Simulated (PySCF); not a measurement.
# Reproducing measurements on 1-methylcyclopropene

**What was measured.**

NIST CCCBDB Release 22 (SRD 101), experimental dipoles lists, for the gas: dipole moment 0.84 D.

How close the calculation comes is told at the end.

Compound: 1-methylcyclopropene, C4H6.
Atom-mapped SMILES: `[CH3:1][C:2]1=[CH:3][CH2:4]1` (hydrogens: H5, H6, H7 on C1; H8 on C3; H9, H10 on C4)

Geometry (PBE0-D3(BJ)/def2-SVP, Å), atoms numbered from 1 in this order:
```
atom  x, y, z in Å
C1    -1.4632    0.2150   -0.0780
C2     0.0054    0.1526   -0.0691
C3     1.1761    0.6600   -0.3108
C4     1.1770   -0.7100    0.3001
H5    -1.8803   -0.6156   -0.6707
H6    -1.8280    1.1644   -0.4953
H7    -1.8598    0.1021    0.9443
H8     1.7972    1.4710   -0.6820
H9     1.4261   -1.5901   -0.3166
H10    1.4488   -0.8409    1.3612
```

The PySCF runs (gas phase, on this PBE0-D3(BJ)/def2-SVP geometry; no spin–orbit coupling):

```csv
level,job,basis functions,wall time
"PBE0-D3(BJ)/def2-SVP, grid level 1",geometry optimisation from an MMFF94s start,86,16 s
PBE0/pcSseg-1,"shieldings, ring-centre shieldings, charges and field gradients",98,8.1 s
WP04/pcSseg-2,"shieldings, ring-centre shieldings",228,29 s
B3LYP/pcJ-1,"spin–spin couplings from 10 perturbed nuclei, spin–dipole term left out",168,14 s
```

Hardware: Arm Neoverse N1, one thread, no GPU, shared host.

Results beside the measurements:

**Dipole moment.** Measured: 0.84 D (NIST CCCBDB Release 22 (SRD 101), experimental dipoles).

```
               level  computed (D)  computed − measured (D)  % (from the printed values)
PBE0-D3(BJ)/def2-SVP          0.95                    +0.11                          +13
       PBE0/pcSseg-1          0.94                    +0.10                          +12
       WP04/pcSseg-2          0.89                    +0.05                           +6
         B3LYP/pcJ-1          0.91                    +0.07                           +8
```

Closest is WP04/pcSseg-2 (+0.05 D), furthest PBE0-D3(BJ)/def2-SVP (+0.11 D); one molecule doesn't rank methods. All 4 levels lie above the measurement. The computed dipoles belong to one fixed geometry; measured ones are averaged over vibrations unless marked μe. Magnitudes are compared, not signs.

No measured geometry was used, and the causes of the misses weren't examined.
